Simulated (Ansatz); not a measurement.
Two structures of CH$_{9}$NSi, singlet, reached by relaxing down either side of one saddle point (PBE0-D4/def2-TZVP). Energies are electronic, without zero-point energy. Program: Ansatz 0.2.0. Basis: def2-TZVPP and def2-QZVPP. Cores are frozen in the correlated methods. Extrapolation: Hartree–Fock as exp(−7.88 √X), correlation as X^−2.97. First:

Si1  (-1.662, 0.898, -0.463)
H2  (-0.500, 1.817, -0.381)
H3  (-1.371, -0.299, -1.289)
H4  (-2.203, 0.548, 0.872)
H5  (-2.743, 1.649, -1.176)
H6  (0.736, -0.035, 1.675)
N7  (0.462, -0.532, 0.836)
C8  (1.571, -0.638, -0.096)
H9  (0.139, -1.447, 1.124)
H10  (1.879, 0.363, -0.404)
H11  (1.237, -1.162, -0.994)
H12  (2.454, -1.161, 0.295)
(Å)

Second:

Si1  (-1.525, -0.179, -0.529)
H2  (0.969, 2.306, 1.869)
H3  (-1.900, -1.179, -1.575)
H4  (-2.608, -0.144, 0.488)
H5  (-1.396, 1.134, -1.216)
H6  (0.628, 1.713, 1.564)
N7  (-0.055, -0.505, 0.300)
C8  (1.232, -0.521, -0.363)
H9  (-0.100, -1.110, 1.104)
H10  (1.258, 0.262, -1.126)
H11  (1.461, -1.473, -0.860)
H12  (2.037, -0.303, 0.344)
(Å)

Task: Which bonds change from the first to the second?

Result: CH₅N ([CH3][NH2]) + SiH₄ → CH₇NSi ([CH3][NH][SiH3]) + H₂; bonds formed: Si1–N7, H2–H6; bonds broken: Si1–H2, H6–N7.

Task: Give the saddle point's structure and its height above each. (An estimate is asked for; the value comes from the calculation.)

Result: By the calculation: 1.882 eV above the first and 2.036 eV above the second (CCSD(T) at an estimated basis limit (MP2 extrapolated from triple and quadruple zeta, plus CCSD(T) − MP2 in triple zeta)).
Si1  (-1.290, 0.386, -0.147)
H2  (-0.355, 1.670, 0.910)
H3  (-1.733, -0.863, -0.889)
H4  (-2.391, 0.593, 0.821)
H5  (-1.116, 1.349, -1.260)
H6  (0.217, 0.675, 1.082)
N7  (0.245, -0.402, 0.562)
C8  (1.367, -0.529, -0.364)
H9  (0.081, -1.250, 1.097)
H10  (1.619, 0.471, -0.730)
H11  (1.113, -1.159, -1.220)
H12  (2.243, -0.942, 0.138)
(Å)

No T1 diagnostic of these runs exceeds 0.012.

Labels in which every atom is bracketed show which atoms are joined, not bond orders.

For scale, one of the runs: CCSD(T)/def2-TZVPP, 230 basis functions, launched by `ansatz run in.yaml --threads 4 --pin off --events-out ev --progress --plain --max-ram 9574MiB`. The run took 58 s on 4 CPU threads of an Arm Neoverse V1 (shared host), with 3.9 GiB of host memory at its peak.
